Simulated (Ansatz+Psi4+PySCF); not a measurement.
Values are calculated unless marked as measured or tabulated.
A run of Psi4 1.11 on doublet CF2(+) at this shape:

```yaml
atoms:
  - { symbol: C, position_ang: [0.0013, 0.0001, -0.0004] }
  - { symbol: F, position_ang: [0.6336, -0.7573, -0.8456] }
  - { symbol: F, position_ang: [0.8903, 0.8494, 0.4195] }
```

Its results:

```yaml
Converged: yes
Total_energy: -236.33810 hartree
Spin_squared_of_the_determinant: 0.758
Occupied_orbitals_by_symmetry_in_an_Abelian_subgroup_alpha;_beta: 10 Ap 2 App; 9 Ap 2 App
```

(1) Which input gives this output? Name the method, the orbitals and the basis set, and write the input.

## Answers

(1) UHF in cc-pVTZ.

```
molecule {
1 2
C 0.001300 0.000100 -0.000400
F 0.633600 -0.757300 -0.845600
F 0.890300 0.849400 0.419500
}

set basis cc-pVTZ
set reference uhf
set scf_type pk
energy('scf')
```
